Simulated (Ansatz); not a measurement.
# C2HSi (quartet): the correlation ladder, cc-pVDZ

One table from this session's results is given with a row withheld; the runs are named, their logs left out.

Program: Ansatz 0.2.0, Gaussian basis. Level of theory: cc-pVDZ, core rule «outside noble gas», up to 7 orbitals frozen. These are calculated values, not measurements.

Plan: UHF; CCSD(T) on ROHF; CCSD(T) on UHF; BCCD(T) on ROHF; CISD as a restricted active space (open shells left free, so some higher excitations enter); CCSDT(Q) on ROHF; CCSDT(Q) on UHF.

23 further runs of the same task are left out: 8 that didn't finish, 15 set aside as unsound or not needed. Runs told in other sessions of the task aren't counted.

## The geometry

The geometry is a PBE0/def2-TZVP stationary point (not a proven minimum) of the parent state, kept for this charge and spin.

4 atoms, charge 0, spin multiplicity 4.

Atoms are counted from 1 here; the program's logs count them from 0.

Bond lengths: C1–C2 1.303 Å, C1–Si3 1.845 Å, C2–Si3 1.882 Å, C2–H4 1.081 Å. Angles: C2–C1–Si3 71.1°, C1–C2–Si3 68.0°, C1–C2–H4 148.1°, Si3–C2–H4 143.9°, C1–Si3–C2 40.9°.

Set-up of the first run:

File in.yaml:

```yaml
crystal:
  periodic: [false, false, false]
  atoms:
    - {symbol: C, position_ang: [0.000000, -0.816970, 0.768839]}
    - {symbol: C, position_ang: [0.000000, 0.461908, 1.020060]}
    - {symbol: Si, position_ang: [0.000000, 0.106896, -0.828106]}
    - {symbol: H, position_ang: [0.000000, 1.252374, 1.757882]}
basis:
  gaussian: {orbitals: cc-pVDZ}
magnetization: {spin_polarized: true, initial_magnetization: 3}
hamiltonian: {xc: hf}
output: {orbitals: {seedname: orbitals}}
```

On the command line:

```sh
$ ansatz run in.yaml --threads 1 --pin off --events-out ev --progress --plain --max-ram 2393MiB
```

Among the steps run: UHF; CCSD(T) on ROHF; CCSD(T) on UHF; BCCD(T) on ROHF; CISD as a restricted active space (open shells left free, so some higher excitations enter); CCSDT(Q) on ROHF; CCSDT(Q) on UHF.

One table of the session follows, with a row left open; its other results are not shown here.

```
   method  from UCCSDT(Q) (kJ/mol)
     ROHF                   +909.8
      UHF                   +888.1
     RMP2                   +106.5
     UMP2                   +118.5
     CISD                   +134.3
    RCCSD                    +52.6
    UCCSD                    +52.1
 RCCSD(T)                     +6.8
 UCCSD(T)                     +7.5
  BCCD(T)                     +7.0
   RCCSDT                     +4.7
   UCCSDT                        ?
RCCSDT(Q)                     +0.3
UCCSDT(Q)                        0
```

Estimate the missing values for UCCSDT.

**Answer.** from UCCSDT(Q) (kJ/mol): +4.5. In the column «from UCCSDT(Q) (kJ/mol)» it lies between RCCSDT(Q) (+0.3) and RCCSDT (+4.7).

Caveats from the session: Restricted and unrestricted rows rest on different reference determinants; a gap between their highest levels can come from leftover correlation error, from unlike frozen cores or from another state.
